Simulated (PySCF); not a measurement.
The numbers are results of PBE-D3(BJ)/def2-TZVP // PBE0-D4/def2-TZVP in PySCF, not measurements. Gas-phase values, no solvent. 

Reference species (SMILES): `[SiH3]` (neutral, multiplicity 2).

```json
{
 "highest_occupied_spin_orbital": "-5.32 eV"
}
```

Changed species: `[AlH][SiH3]` (radical fragment; the reference has radical fragment).

Problem. Predict the effect on the highest occupied spin orbital.

Solution. the highest occupied spin orbital increases by 0.75 eV, to -4.57 eV.
